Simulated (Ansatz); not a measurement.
# What a trial cell of WC3 relaxes into

These are results of DFT PBE, scalar-relativistic, plane waves, PAW in Ansatz 0.2.0, not measurements.

WC3 was placed on the sites of a reported NdTe3 cell (Cmcm, No. 63), with W in place of Nd, C in place of Te, at a guessed volume.

The final relaxation ran on this input, with the default PAW datasets:

```yaml
crystal:
  lattice:
    - [1.3920603398, -9.7796136, 0.0]
    - [1.3920603398, 9.7796136, 0.0]
    - [0.0, 0.0, 2.7866171462]
  atoms:
    - { symbol: W, position: [0.172126818, 0.827873182, 0.75] }
    - { symbol: W, position: [0.827873182, 0.172126818, 0.25] }
    - { symbol: C, position: [0.2866718515, 0.7133281485, 0.75] }
    - { symbol: C, position: [0.7133281485, 0.2866718515, 0.25] }
    - { symbol: C, position: [0.5828688464, 0.4171311536, 0.75] }
    - { symbol: C, position: [0.4171311536, 0.5828688464, 0.25] }
    - { symbol: C, position: [0.0822325088, 0.9177674912, 0.25] }
    - { symbol: C, position: [0.9177674912, 0.0822325088, 0.75] }
basis:
  ecutwfc: 420
kpoints:
  mp_grid: { grid: [14, 14, 14] }
hamiltonian:
  xc: pbe
scf:
  occupations: { method: gaussian, width: 0.1 }
output:
  forces: true
  stress: true
  eigenvalues: true
relax:
  adjacent_minimum: "off"
  f_tol: 0.01
  max_steps: 80
  cell: { stress_tol: 0.05 }
```

Launched as:

```bash
ansatz run input.yaml --threads 1 --pin off --max-ram 2560MiB --backend cpu --events-out ev --progress --plain --runs-dir out
```

End of the output:

```
SCF converged after 5 iterations
Free energy (F): -22261.755850 eV
Harris-Foulkes:  -22261.755850 eV  (|F-HF|=5.82e-11)
Internal energy: -22261.736388 eV  (E = F + TS)
E sigma→0 (E₀):  -22261.746119 eV
Entropy (-TS):   -0.019462 eV (-2.433 meV/atom)
Fermi energy:    13.154030 eV
--- Per-component energies (eV) ---
  E_band       = -282.751968
  E_kinetic    = 1415.263031
  E_local      = -5110.946052  (includes V_loc(G=0)·N_el)
  E_nonlocal   = 157.958085
  E_hartree    = 2184.006800
  E_xc         = -818.468134
  E_vxc        = -830.074100  (∫ρ·V_xc dr)
  E_paw        = -17714.762419  (= ΣΔE_a)
  E_vpaw       = -282.966876  (= ΣTr[D̂ρ^β])
  E_aug_tail   = -0.000131  (compensation charges beyond the density's cutoff)
  E_ewald      = -2374.787567
  E_smearing   = -0.019462  (= −TS)
  E_closure    = 0.000000  (closes the sum)
  Σ components = -22261.755850   (vs F -22261.755850, Δ=0.00e0)
--- Forces (eV/Å), atoms counted from 1 ---
  atom   1  W      0.00000000     0.00009110     0.00000000
  atom   2  W      0.00000000    -0.00009110     0.00000000
  atom   3  C      0.00000000     0.00009267     0.00000000
  atom   4  C      0.00000000    -0.00009267     0.00000000
  atom   5  C      0.00000000    -0.00083702     0.00000000
  atom   6  C      0.00000000     0.00083702     0.00000000
  atom   7  C      0.00000000    -0.00040020     0.00000000
  atom   8  C      0.00000000     0.00040020     0.00000000
  max |Σ_I F_I| component: 5.42e-20 eV/Å
--- Stress (GPa, compression-positive) ---
       -0.007911       0.000000       0.000000
        0.000000       0.035159       0.000000
        0.000000       0.000000       0.002564
  P = ⅓ Tr σ = 0.0099 GPa (0.099 kbar)
--- Relaxed structure (13 steps of the walk, 12 accepted, 3 SCFs on fresh bases) ---
  F+E_penalty+E_count = -22261.75585000 eV   max|allowed force component| = 8.370e-4 eV/Å   (the final SCF, on the basis selected at the relaxed cell)
  cell:  # Å, volume = 79.4255 Å³
    - [1.390707, -10.265337, 0.0]
    - [1.390707, 10.265337, 0.0]
    - [0.0, 0.0, 2.781767]
  atoms:
    - { symbol: W, position: [0.175808, 0.824192, 0.750000] }
    - { symbol: W, position: [0.824192, 0.175808, 0.250000] }
    - { symbol: C, position: [0.285253, 0.714747, 0.750000] }
    - { symbol: C, position: [0.714747, 0.285253, 0.250000] }
    - { symbol: C, position: [0.589964, 0.410036, 0.750000] }
    - { symbol: C, position: [0.410036, 0.589964, 0.250000] }
    - { symbol: C, position: [0.089856, 0.910144, 0.250000] }
    - { symbol: C, position: [0.910144, 0.089856, 0.750000] }
```

Absolute energies hang on the potentials; compare differences alone.

The result has space group Cmcm (No. 63). W is coordinated by 9 C at 2.12–2.25 Å and 4 W at 2.78 Å; C on Wyckoff site c (2 atoms of the primitive cell) has 5 W at 2.12–2.25 Å and 4 C at 2.44 Å; around C on Wyckoff site c (2 atoms of the primitive cell) lie 4 C at 1.97 Å and 2 W at 2.25 Å; around C on Wyckoff site c (2 atoms of the primitive cell) lie 4 C at 1.97 Å and 2 W at 2.25 Å.

Against the elements it lies at 1.70 eV/atom. Formation energies are uncorrected and refer to the elements' standard structures at the same level.

The k mesh leaves about 4 meV/atom of noise in metals. Weakly bound directions are ill-defined at this level, which has no dispersion term. Spin–orbit coupling is left out.

A structure relaxed within its symmetry needn't be a true minimum.